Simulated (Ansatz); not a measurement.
```yaml
crystal:
  periodic: [false, false, false]
  atoms:
    - {symbol: Mo, position_ang: [0.000000, 0.000000, 0.000000]}
    - {symbol: N, position_ang: [0.000000, 0.000000, 2.160000]}
basis:
  gaussian: {orbitals: def2-TZVP}
total_charge: 1
hamiltonian: {xc: pbe0}
relax: {f_tol: 0.004, max_steps: 80}
```

```sh
$ ansatz run in.yaml --threads 1 --pin off --events-out ev --progress --plain --max-ram 2176MiB
```

Steps of the relaxation (energy above the last step; positions in Å, forces in eV/Å):

```
2
step 1, 4987.3 meV
Mo    0.000    0.000    0.000    0.000    0.000   10.225
N     0.000    0.000    2.160    0.000    0.000  -10.225
```

```
2
step 2, 979.6 meV
Mo    0.000    0.000    0.195    0.000    0.000    8.528
N     0.000    0.000    1.965    0.000    0.000   -8.528
```

```
2
step 3, 1867.7 meV
Mo    0.000    0.000    0.390    0.000    0.000  -22.453
N     0.000    0.000    1.770    0.000    0.000   22.453
```

```
2
step 6, 0.0 meV
Mo    0.000    0.000    0.293    0.000    0.000   -0.011
N     0.000    0.000    1.867    0.000    0.000    0.011
```

```
2
step 8, 0.0 meV
Mo    0.000    0.000    0.292    0.000    0.000    0.000
N     0.000    0.000    1.868    0.000    0.000    0.000
```

Close pairs at the end: Mo1–N2 1.575 Å.

A stationary point of restricted PBE0 after 8 steps (its stability towards spin polarisation wasn't tested). 14 s on 1 thread of Arm Neoverse V1, shared host.
